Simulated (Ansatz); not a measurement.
A made-up structure of CH4AlNa, closed shell:

C1  (-0.818, 0.502, -0.320)
Al2  (1.283, -2.575, 1.961)
Na3  (0.929, -0.312, 0.159)
H4  (-1.346, 0.835, 0.581)
H5  (-0.736, 1.354, -1.001)
H6  (-1.468, -0.246, -0.789)
H7  (2.418, 0.602, -0.752)
(Å)

It is relaxed with PBE-D4/def2-SVP and then PBE0-D4/def2-TZVP (Ansatz 0.2.0). Atoms count as bonded within 1.22 times the sum of their covalent radii (H–H: 0.88 Å). The end point is not checked to be a true minimum.

Q: Does its bonding change? (A judgement: the text doesn't fix the answer.)

A: By the calculation: Yes. Formed: C1–Al2, Al2–H7, Na3–H5; broken: none.

Where it ends: The first stage lowers the energy by 4.70 eV in 19 steps. It ends as CH₄AlNa ([H]1[CH2]2[Al]3[H][Na]123):
C1  (-0.713, 0.103, -0.002)
Al2  (0.715, -1.211, 0.921)
Na3  (1.467, 0.980, -0.966)
H4  (-1.271, 0.437, 0.882)
H5  (-0.752, 0.979, -0.681)
H6  (-1.378, -0.629, -0.479)
H7  (2.196, -0.500, 0.165)
(Å)

Labels in which every atom is bracketed show which atoms are joined, not bond orders.

For scale, one of the runs: PBE0-D4/def2-TZVP relaxation, 124 basis functions, launched by `ansatz run in.yaml --threads 2 --pin off --events-out ev --progress --plain --max-ram 4352MiB`. Hardware: 2 CPU threads of an Arm Neoverse V1, shared host. Wall time about 16 s.
